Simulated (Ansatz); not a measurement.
Structure relaxation of TlGa2

Theory: DFT PBE, scalar-relativistic, plane waves, PAW in Ansatz 0.2.0. Cutoff 420 eV, Γ-centred k mesh, Gaussian smearing, no spin polarisation in the final step.

TlGa2 was placed on the 2H molybdenite structure type (P6_3/mmc, No. 194), with Tl in place of Mo, Ga in place of S, at a guessed volume.

```
Tl Ga
1.0
     3.29667    0.00000    0.00000
    -1.64834    2.85500    0.00000
     0.00000    0.00000   12.82270
Tl Ga
2 4
Cartesian
  0.0000 1.9033 3.2057
  1.6483 0.9517 9.6170
  0.0000 1.9033 8.0462
  1.6483 0.9517 1.6349
  0.0000 1.9033 11.1878
  1.6483 0.9517 4.7765
```

Cell and atoms relax at zero pressure; the relaxation can't lower the symmetry of the start. After a coarse first stage the cell is made exact in the group found at 0.06 Å.

The zero of energy is the elements' standard structures at the same level; no fitted shifts are applied.

Problem. What does it relax into?

Solution. It keeps P6_3/mmc (No. 194), but not the shape of the type it started on. Conventional cell: a = 3.315 Å, c = 15.084 Å. Around Tl lie 6 Tl at 3.31 Å and 6 Ga at 3.32 Å; Ga has 3 Ga at 2.85 Å, 6 Ga at 3.31 Å and 3 Tl at 3.32 Å.

Space group P6_3/mmc (No. 194). a = 3.315 Å, b = 3.315 Å, c = 15.084 Å, α = 90.00°, β = 90.00°, γ = 120.00°
```json
{"atom": "Tl", "site": "2c", "symmetry": "-6m2", "x": "0.3333", "y": "0.6667", "z": "0.2500"}
{"atom": "Ga", "site": "4f", "symmetry": "3m.", "x": "0.3333", "y": "0.6667", "z": "0.5701"}
```

Problem. What are its volume, energy, density and gap?

Solution. The volume per atom is 23.92 Å³ and the density is 7.96 g/cm³. The energy over the elements is 0.10 eV/atom and the gap on the 12×12×4 mesh is 0 eV (a metal).

The final run used a 12×12×4 mesh on its 6-atom cell and 0.10 eV smearing. The k mesh leaves about 4 meV/atom of noise in metals. Spin–orbit coupling is left out. A structure relaxed within its symmetry needn't be a true minimum.

Cost: 3 runs of about 5.8 core-minutes in all, on Arm Neoverse V2 (shared hosts).